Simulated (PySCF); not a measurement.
# Basis-set dependence of excited states

Species: bicyclo[3.1.0]hex-2-ene, C₆H₈.
SMILES with atom numbers: `[CH:1]1=[CH:2][C@H:3]2[CH2:4][C@H:5]2[CH2:6]1` (hydrogens: H7 on C1; H8 on C2; H9 on C3; H10, H11 on C4; H12 on C5; H13, H14 on C6)

TDDFT with PBE0 (PySCF), vertical singlets, core orbitals frozen in the response, spherical d and f functions. Isolated species at its PBE0-D3(BJ)/def2-SVP geometry, gas phase.

How do the low singlets change with the basis? Take 6-31G*, def2-SVP, def2-SVPD and def2-TZVP.

| basis | functions | diffuse | S1 (eV) | S2 (eV) | S3 (eV) | S4 (eV) | S5 (eV) | LUMO (eV) | α (au) |
| --- | --- | --- | --- | --- | --- | --- | --- | --- | --- |
| 6-31G* | 100 | no | 6.53 | 7.20 | 8.00 | 8.44 | 8.62 | 0.88 | 55.5 |
| def2-SVP | 124 | no | 6.45 | 7.12 | 7.36 | 8.05 | 8.32 | 0.56 | 57.7 |
| def2-SVPD | 184 | yes | 6.23 | 6.45 | 6.96 | 7.06 | 7.18 | 0.35 | 64.7 |
| def2-TZVP | 234 | no | 6.23 | 6.90 | 6.95 | 7.48 | 7.80 | 0.40 | 64.2 |

States are compared by their number. Against the only diffuse basis here (def2-SVPD, itself not a converged limit), sets without diffuse functions differ by up to 0.30 eV in S1 and 1.45 eV in S5. State by state, the largest deviation of a set without diffuse functions is S1 0.30, S2 0.74, S3 1.04, S4 1.38, S5 1.45 eV. The same number needn't mean the same state in each row. Against def2-SVPD the polarisability deviates by -14% in 6-31G*, -11% in def2-SVP, -1% in def2-TZVP.
